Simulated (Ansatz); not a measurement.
Reaction (formal hydrolysis of a C–N bond): `CNCS` + H₂O → `OCS` + CH₃NH₂

Gas-phase electronic energies from Ansatz, PBE0-D4/def2-TZVP geometries. CCSD(T)/CBS adds triple-zeta CCSD(T) − MP2 to the extrapolated MP2 energy (def2 sets, frozen cores). This one scheme is used for every species. Functionals use def2-TZVPP. B3LYP here is the variant with VWN-RPA as its local correlation; programs differ in this. HSE06 is defined as in plane-wave codes. One conformer a species, not always the lowest.

`CNCS`:

Z-matrix (Å, degrees):
```
C
N 1 1.446
H 1 1.091 2 109.5
H 1 1.103 2 114.1 3 -121.5
H 1 1.093 2 109.5 3 117.8
C 2 1.436 1 113.1 3 177.7
H 2 1.012 1 111.3 3 53.7
S 6 1.819 2 108.1 1 175.4
H 6 1.101 2 114.7 1 -63.8
H 6 1.093 2 108.4 1 56.7
H 8 1.341 6 96.6 2 144.8
```

H₂O:

Cartesian coordinates in Å:
```
O 0.150 -0.235 0.272
H 0.383 0.679 0.098
H -0.533 -0.444 -0.370
```

`OCS`:

Z-matrix (Å, degrees):
```
C
S 1 1.793
O 1 1.405 2 110.6
H 1 1.095 2 109.2 3 123.4
H 1 1.097 2 104.5 3 -120.8
H 2 1.343 1 96.4 3 -70.0
H 3 0.962 1 108.1 2 177.5
```

CH₃NH₂:

```xyz
7

C    -0.334   -0.458   -0.035
N     0.292    0.818    0.263
H     0.211   -1.095   -0.748
H    -1.334   -0.286   -0.440
H    -0.459   -1.025    0.890
H     0.407    1.365   -0.581
H     1.217    0.681    0.650
```

Question: Is it downhill or uphill in electronic energy at CCSD(T)/CBS, and by how much? (Best estimate.)

Answer: Ansatz gave: Uphill: ΔE = +7.5 kcal/mol.

Question: What do these levels give: r2SCAN0-D4, HSE06-D4, B2PLYP, PBE-QIDH, revPBE, B3LYP, RPA@PBE/def2-TZVPP, CCSD/def2-SVP, HF/def2-TZVPP, MP2/def2-TZVPP, HF/def2-QZVPP, SCS-MP2/def2-QZVPP? (An estimate is asked.)

Answer: Computed: r2SCAN0-D4 6.2, HSE06-D4 6.3, B2PLYP 5.6, PBE-QIDH 6.8, revPBE 4.3, B3LYP 4.3, RPA@PBE/def2-TZVPP 6.2, CCSD/def2-SVP 5.5, HF/def2-TZVPP 3.9, MP2/def2-TZVPP 8.1, HF/def2-QZVPP 4.0, SCS-MP2/def2-QZVPP 7.3 kcal/mol.

Question: What do rigid-rotor, harmonic-oscillator terms from PBE0-D4/def2-TZVP frequencies (298.15 K, 1 bar) make of the CCSD(T)/CBS value? (An estimate is asked.)

Answer: The calculation gave: ΔZPE = +1.1 kcal/mol, ΔH = +8.0 kcal/mol, ΔS = 14 J/(mol·K), ΔG = +7.0 kcal/mol.

Largest T1 diagnostic among the species: 0.011.

At CCSD(T), def2-SVP lies −1.8 kcal/mol from the extrapolated value and def2-TZVPP −0.6 kcal/mol. In def2-TZVPP, CCSD(T) changes the Hartree–Fock value by +3.0 kcal/mol (the triples alone add +0.4 kcal/mol) and MP2 by +4.2 kcal/mol. The D4 term adds +1.5 kcal/mol with B3LYP and +0.9 kcal/mol with PBE0; it sums over pairs of atoms, weighted by their polarisabilities, and B3LYP, whose exchange is more repulsive, gets the larger term.
